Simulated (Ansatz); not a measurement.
## Strength of the N–H bond: HNC → H + CN

Species: HNC `[C-]#[NH+]`, singlet; H atom, doublet; CN, doublet. 

Shapes, held fixed at every level: PBE0-D4/def2-TZVP. Programs: Ansatz 0.2.0. The zero-point and thermal change to 298 K, harmonic and unscaled (PBE0-D4/def2-TZVP), is -23.4 kJ/mol.

Estimate ΔH(298 K) of this reaction.

B2PLYP/def2-TZVPP gives ΔH(298 K) = +470.2 kJ/mol; the levels span +454.3 to +496.2. The median of the levels is +474.1. No measured value is set beside it here. Spin contamination: CN (⟨S²⟩ up to 1.11). Open shells run unrestricted unless RO is named.

```tsv
level	kind	ΔH(298 K) (kJ/mol)
PBE-D4/def2-TZVPP	GGA	+454.3
r2SCAN-D4/def2-TZVPP	meta-GGA	+460.0
B3LYP-D4/def2-TZVPP	global hybrid	+480.0
BHLYP-D4/def2-TZVPP	global hybrid	+496.2
PBE0-D4/def2-TZVPP	global hybrid	+473.9
r2SCAN0-D4/def2-TZVPP	global hybrid	+474.4
wB97X-V/def2-TZVPP	range-separated hybrid	+493.4
B2PLYP/def2-TZVPP	double hybrid	+470.2
```
